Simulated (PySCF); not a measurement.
System (SMILES): C=O (CH2-O).
Geometry (B3LYP-D3(BJ)/def2-TZVP, fixed):
```
C
O 1 1.1989
H 1 1.1075 2 122.05
H 1 1.1075 3 115.91 2 180.00
```

Basis-set convergence of the mean static polarisability at HF with PySCF. All functions are spherical. Density fitting with generated auxiliary sets. No added dispersion term, no relativity. Reference: the value in d-aug-cc-pVTZ, 16.78 bohr³, itself unsure by roughly 0.2 % (its mean distance from aug-pcseg-3, aug-cc-pVQZ, aug-pcseg-2). Deviations are taken from unrounded values.

```
basis        functions  mean static polarisability (bohr³)
-----------  ---------  ----------------------------------
cc-pVDZ             38                               12.77
aug-cc-pVDZ         64                               16.41
def2-SVP            38                               12.72
def2-SVPD           59                               16.28
pcseg-1             38                               12.78
aug-pcseg-1         64                               16.46
6-311G**            48                               13.13
6-311+G**           56                               14.43
def2-TZVP           74                               14.91
def2-TZVPD          95                               16.65
cc-pVTZ             88                               14.66
aug-cc-pVTZ        138                               16.70
pcseg-2             88                               14.96
aug-pcseg-2        138                               16.70
def2-TZVPP          90                               15.15
def2-TZVPPD        111                               16.70
cc-pVQZ            170                               15.67
aug-cc-pVQZ        252                               16.76
def2-QZVPP         174                               15.89
def2-QZVPPD        195                               16.74
pcseg-3            186                               16.33
aug-pcseg-3        268                               16.76
```

What the diffuse functions change, pair by pair:
- cc-pVDZ to aug-cc-pVDZ: 26 more functions, deviation -23.9 to -2.2 %
- def2-SVP to def2-SVPD: 21 more functions, deviation -24.2 to -3.0 %
- pcseg-1 to aug-pcseg-1: 26 more functions, deviation -23.8 to -1.9 %
- 6-311G** to 6-311+G**: 8 more functions, deviation -21.7 to -14.0 %
- def2-TZVP to def2-TZVPD: 21 more functions, deviation -11.1 to -0.8 %
- cc-pVTZ to aug-cc-pVTZ: 50 more functions, deviation -12.6 to -0.5 %
- pcseg-2 to aug-pcseg-2: 50 more functions, deviation -10.8 to -0.4 %
- def2-TZVPP to def2-TZVPPD: 21 more functions, deviation -9.7 to -0.5 %
- cc-pVQZ to aug-cc-pVQZ: 82 more functions, deviation -6.6 to -0.1 %
- def2-QZVPP to def2-QZVPPD: 21 more functions, deviation -5.3 to -0.2 %
- pcseg-3 to aug-pcseg-3: 82 more functions, deviation -2.7 to -0.1 %

They bring the value nearer the reference by more than 0.2 % in 11 of 11 pairs.
